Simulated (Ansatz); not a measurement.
The first iterations of a band of AlFH$_{3}$Si (6 atoms, charge 0, multiplicity 2).

Level of theory: UKS r2SCAN/def2-SVP in Ansatz.

```yaml
movable_images: 9
climbing_image: yes
spring: 5.0 eV/Å²
optimiser: quadratic models (default)
start_path: through a guess of the saddle point
force_threshold: 0.5 eV/Å
iteration_limit: 60
end_points: relaxed
```

Image 0:

```xyz
6
Properties=species:S:1:pos:R:3
F -1.951 -1.378 0.162
Si -0.369 -1.047 -0.077
Al 0.481 1.153 0.068
H 0.310 -2.348 -0.359
H 2.042 1.277 -0.191
H -0.512 2.343 0.397
```

Image 10:

```xyz
6
Properties=species:S:1:pos:R:3
F -1.128 -1.487 -1.029
Si 0.056 -0.636 -0.281
Al -0.834 1.547 0.474
H 0.558 -1.477 0.855
H 1.184 -0.491 -1.260
H 0.164 2.545 1.241
```

| iteration | highest image above the first end (eV) | largest band force component (eV/Å) |
| --- | --- | --- |
| 1 | 2.513 | 3.348 |
| 2 | 1.641 | 1.555 |
| 3 | 1.005 | 1.066 |

Q: Does the band converge within its limit, and where does its top end?

A: It converged. It ended after 9 iterations with the highest image 0.683 eV above the first end. The threshold of 0.5 eV/Å is loose, so the images may lie well off the minimum-energy path. The profile has 2 maxima (images 3, 8) with wells between them (image 6): this band takes more than one step, which may be the mechanism or a detour left from its start path. The order of the stationary point at the top wasn't checked.

Run time: 2.5 min on 2 threads of AMD EPYC 9R14 (Zen 4), on a shared host, peak memory 0.21 GiB.
